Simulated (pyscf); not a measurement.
Single points on ωB97X-D3(BJ)/def2-SVP structures (PySCF, gas phase).

Task: F–WH₂(F)(F)–F + H₂ → HF + F–WH₃(F)–F
Surface: singlet. Broken: F–W, H–H. Formed: F–H, H–W. Give ΔE‡ and ΔE from ωB97M-D3(BJ)/def2-TZVP, relative to the separated reactants.

Result: ΔE‡ = 111.3 kJ/mol, ΔE = +116.5 kJ/mol. Zero-point energy shifts the barrier by +16.9 kJ/mol. It is a four-centre exchange, with an imaginary mode of 1002i cm⁻¹. On the product side the descent ends in an adduct with a F–W contact, 63.0 kJ/mol under the separated species and 51.9 kJ/mol under the saddle at ωB97X-D3(BJ)/def2-TZVP. At ωB97M-D3(BJ) the saddle lies under the separated products, which points to a path from their complex (located at ωB97X-D3(BJ) alone), and parting the products costs more than the saddle. What is counted as broken (F–W) persists as a longer contact in the product adduct; parting that adduct is a step of its own. At the saddle there is also a short H–W contact that neither side keeps. One saddle was located; it need not be the lowest between these sides. Elements past Kr carry the def2 core potentials, without spin-orbit coupling.
